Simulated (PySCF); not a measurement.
Compound: CH2S (charge -1 and doublet state).
Cartesian coordinates in Å at the GFN2-xTB level; atoms count from 1:
```
atom  x, y, z in Å
C1    -0.1499    0.0233    0.1575
S2     1.5235   -0.2079   -0.0437
H3    -0.8067   -0.8164   -0.0617
H4    -0.5566    1.0057   -0.0750
```

Identity: `[CH2][S-]` [radical] (charge -1).

Method used: PySCF 2.14.0, UKS B3LYP, pcH-1 on C H S, non-relativistic, mean-field spin-orbit, GIAO. Whether the extra electron is bound in the gas phase wasn't checked; a finite basis holds it in any case. A GFN2-xTB geometry isn't a minimum of the functional, and hyperfine couplings can be far from their values at a DFT geometry, by a factor of two or more for some ions and for spin on atoms past the first row.

Principal values of hyperfine tensors in MHz (contact, dipolar and spin–orbit terms together), for some of the nuclei:

```json
{"atom": "C1", "isotope": "13C", "A1": "73.14", "A2": "73.27", "A3": "235.34"}
{"atom": "S2", "isotope": "33S", "A1": "-30.19", "A2": "-28.33", "A3": "76.44"}
```

Give the isotropic coupling of each nucleus in MHz and in mT (g = 2.0103), and the anisotropic part.

a_iso = (A1 + A2 + A3)/3, Ti = Ai − a_iso; 1 mT corresponds to 28.136 MHz. The tensors hold a spin–orbit part: the run splits a_iso into a_FC + a_SO, and T includes its anisotropic share.

```json
{"atom": "C1", "a_iso (MHz)": "127.25", "a_FC": "126.82", "a_SO": "0.43", "a_iso (mT)": "4.523", "T1": "-54.11", "T2": "-53.98", "T3": "108.09"}
{"atom": "S2", "a_iso (MHz)": "5.98", "a_FC": "5.65", "a_SO": "0.33", "a_iso (mT)": "0.212", "T1": "-36.16", "T2": "-34.30", "T3": "70.47"}
```

What spin density at the nucleus of S2 lies behind its contact coupling (g_N = 0.42921)?

a_FC = (2μ0/3) gₑ μB g_N μN ρ(0)/(2S·h) = 800.24 MHz × g_N × ρ(0)/(2S), with ρ in bohr⁻³. With a_FC = 5.65 MHz and 2S = 1, ρ(0) = 0.01646 bohr⁻³.

H3 (1H, g_N = 5.58569) isn't in the table. Its spin density at the nucleus is -0.004962 bohr⁻³. What is its contact coupling?

By the same relation, a_FC = -22.2 MHz. The spin–orbit term adds +0.14 MHz. Its full tensor has the principal values -47.09, -23.61, 4.59 MHz.

Name the largest traceless tensor T of the table and describe it.

C1: -54.1, -54.0, 108.1 MHz (the dipolar term alone has -54.7, -53.8, 108.5), axial, in the ratio −1:−1:+2, the form that spin in one p orbital centred on that nucleus gives.

In a single crystal, with the field along each principal axis of the tensor of S2 in turn, what first-order splitting does this nucleus give (isotropic g, quadrupole terms neglected)?

4 lines (I = 3/2), spaced by |A_i|/(g × 13.996): 1.07, 1.01, 2.72 mT along the axes of A1, A2 and A3.

Time: 4.5 s of wall time. Hardware: one thread of an Arm Neoverse V2, shared host.
